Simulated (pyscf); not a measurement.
`[PH][GaH2]` [doublet] → `[P]=[GaH]` [doublet] + `[H][H]`, an elimination (doublet surface; H–P, Ga–H broken, H–H formed). Optimised with ωB97X-D3(BJ)/def2-SVP in PySCF. Energies in kcal/mol from the reactant's lowest minimum found.

Small-basis levels: PySCF, no dispersion term, spherical d functions. AM1 to PM7: differences of heats of formation from MOPAC, which are fitted to 298 K values and so differ in kind from electronic energies by zero-point and thermal terms. GFN2-xTB: tblite. Open shells are spin-unrestricted. 

```json
[
 {"level": "HF/3-21G", "barrier": "72.6", "reaction energy": "+31.0"},
 {"level": "BP86/6-31G*+LANL2DZ", "barrier": "48.1", "reaction energy": "+26.0"},
 {"level": "B3LYP/3-21G", "barrier": "54.9", "reaction energy": "+27.4"},
 {"level": "B3LYP/6-31G*+LANL2DZ", "barrier": "54.9", "reaction energy": "+27.7"},
 {"level": "GFN2-xTB", "barrier": "40.0", "reaction energy": "+31.9"},
 {"level": "AM1", "barrier": "3.2", "reaction energy": "+2.8"},
 {"level": "PM7", "barrier": "80.3", "reaction energy": "+30.8"},
 {"level": "ωB97M-D3(BJ)/def2-TZVP", "barrier": "51.3", "reaction energy": "+28.6"}
]
```

Against the last row the barrier runs from -48.1 (AM1) to +29.0 kcal/mol (PM7). ωB97M-D3(BJ)/def2-TZVP has limits of its own. At the saddle there is also a short Ga–H contact that neither side keeps. The same reactants have a lower exit, to [H₂P–GaH]• (barrier +27.1 kcal/mol at ωB97M-D3(BJ)/def2-TZVP, against +51.3 kcal/mol here). •HP–GaH₂ lies 6.2 kcal/mol over its isomer [H₂P–GaH]• (electronic energy, ωB97M-D3(BJ)/def2-TZVP). •P=GaH lies 15.4 kcal/mol over its isomer [HP=Ga]• (electronic energy, ωB97M-D3(BJ)/def2-TZVP). One saddle was located; it need not be the lowest between these sides. The term symbol of open-shell •P=GaH was not checked; spin-orbit terms are left out. In the def2 sets elements up to Kr have no core potential.
